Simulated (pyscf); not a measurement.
Optimised with ωB97X-D3(BJ)/def2-SVP in PySCF.

Question: H₃C–Ga(CH₃)–NH• + CH₄ → H₃C–Ga(CH₃)–NH₂ + CH₃•
Surface: doublet. Broken: C–H. Formed: H–N. Give ΔE‡ and ΔE from ωB97M-D3(BJ)/def2-TZVP, relative to the separated reactants.

Answer: ΔE‡ = 0.50 eV, ΔE = -0.28 eV. Zero-point energy shifts the barrier by -0.06 eV. It is a hydrogen abstraction, with an imaginary mode of 1715i cm⁻¹. One saddle was located; it need not be the lowest between these sides. The angle at the transferred H is 168°. Elements up to Kr have no core potential and no relativistic terms here.
